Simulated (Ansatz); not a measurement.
**C₂H₅N: taking an electron away**

Aim: the vertical ionisation energy of C₂H₅N, as cation minus neutral at the neutral's geometry, on several levels, and how well −ε(HOMO) stands in for it.

The runs use Ansatz 0.2.0, Gaussian basis; unrestricted cation, the program's frozen cores in correlated methods.

Levels to be run: UKS PBE-D4/def2-TZVPP; UKS r2SCAN-D4/def2-TZVPP; UKS PBE0-D4/def2-TZVPP; UKS B3LYP-D4/def2-TZVPP; UKS wB97X-V/def2-TZVPP; UKS wB97M-V/def2-TZVPP; UKS B2PLYP/def2-TZVPP; UHF-CCSD(T)/def2-TZVPP; UHF-CCSD(T)/def2-QZVPP; extrapolation to the limit; then −ε(HOMO) from the neutral's earlier runs with LDA (SPW92), PBE-D4, revPBE-D4, BLYP-D4, r2SCAN-D4, B97M-V, PBE0-D4, B3LYP-D4, r2SCANh-D4, r2SCAN0-D4, HSE06-D4, BHLYP-D4, CAM-B3LYP-D4, LC-ωPBE, ωB97X-V, ωB97M-V.

### Step 1. Structure used throughout

An earlier PBE0-D4 in a triple-zeta def2 set relaxation fixed the geometry.

SMILES `CC=N`, 8 atoms, charge 0, spin multiplicity 1.

Atoms are counted from 1 here; the program's logs count them from 0.

Bond lengths: C1–C2 1.493 Å, C1–H4 1.094 Å, C1–H5 1.092 Å, C1–H6 1.094 Å, C2–N3 1.263 Å, C2–H7 1.095 Å, N3–H8 1.023 Å. Angles: C2–C1–H4 110.3°, C2–C1–H5 111.6°, C2–C1–H6 110.3°, H4–C1–H5 109.0°, H4–C1–H6 106.6°, H5–C1–H6 109.0°, C1–C2–N3 127.9°, C1–C2–H7 115.5°, N3–C2–H7 116.6°, C2–N3–H8 110.6°.

Coordinates:

```mol
C2H5N
  3D, bonds by distance, orders not assigned

  8  7  0  0  0  0  0  0  0  0999 V2000
   -0.4712    0.5919   -0.3160 C   0  0
    0.6631   -0.1710    0.2843 C   0  0
    0.6978   -1.3950    0.5936 N   0  0
   -0.1684    1.0328   -1.2707 H   0  0
   -1.3423   -0.0454   -0.4802 H   0  0
   -0.7567    1.4228    0.3364 H   0  0
    1.5719    0.4097    0.4765 H   0  0
   -0.1942   -1.8457    0.3761 H   0  0
  1  2  8  0
  2  3  8  0
  1  4  8  0
  1  5  8  0
  1  6  8  0
  2  7  8  0
  3  8  8  0
M  END
```

### Step 2. Cation, UKS PBE-D4/def2-TZVPP

Input file in.yaml:

```yaml
crystal:
  periodic: [false, false, false]
  atoms:
    - {symbol: C, position_ang: [-0.471237, 0.591918, -0.316012]}
    - {symbol: C, position_ang: [0.663095, -0.171006, 0.284328]}
    - {symbol: N, position_ang: [0.697827, -1.394971, 0.593586]}
    - {symbol: H, position_ang: [-0.168376, 1.032767, -1.270717]}
    - {symbol: H, position_ang: [-1.342334, -0.045425, -0.480240]}
    - {symbol: H, position_ang: [-0.756718, 1.422792, 0.336430]}
    - {symbol: H, position_ang: [1.571915, 0.409661, 0.476491]}
    - {symbol: H, position_ang: [-0.194161, -1.845738, 0.376134]}
basis:
  gaussian: {orbitals: def2-TZVPP}
total_charge: 1
magnetization: {spin_polarized: true, initial_magnetization: 1}
hamiltonian: {xc: pbe, dispersion: d4}
```

Launch:

```sh
$ ansatz run in.yaml --threads 2 --pin off --events-out ev --progress --plain --max-ram 32768MiB --backend cpu
```

The runs that follow: Cation, UKS r2SCAN-D4/def2-TZVPP; Cation, UKS PBE0-D4/def2-TZVPP; Cation, UKS B3LYP-D4/def2-TZVPP; Cation, UKS wB97X-V/def2-TZVPP; Cation, UKS wB97M-V/def2-TZVPP; Cation, UKS B2PLYP (frozen core)/def2-TZVPP; Cation, UHF-CCSD(T)/def2-TZVPP; Cation, UHF-CCSD(T)/def2-QZVPP.

Q: Predict the results of all the runs planned. Wanted: ionisation energy, CCSD(T)/CBS; nearest functional by difference; nearest −ε(HOMO); −ε(HOMO) of PBE; T1 of the cation.

The runs gave:

```
                        quantity               value
  ionisation energy, CCSD(T)/CBS            10.29 eV
nearest functional by difference  ωB97M-V (-0.14 eV)
                nearest −ε(HOMO)  LC-ωPBE (+0.09 eV)
                 −ε(HOMO) of PBE             6.01 eV
                T1 of the cation               0.032
```

Energy differences with functionals land within 0.38 eV of the reference. The PBE orbital energy is 4.3 eV too small: a semilocal HOMO is no ionisation energy. Among orbital estimates LC-ωPBE comes nearest. Hartree-Fock falls 1.44 eV short, as the neutral has more correlation energy than the cation. The cation's T1 (from the report) is 0.032, near the customary mark of 0.045 for open shells, so the coupled-cluster value is less safe. The cation may have settled in a state other than its lowest; no search over hole states beyond the program's own was made.
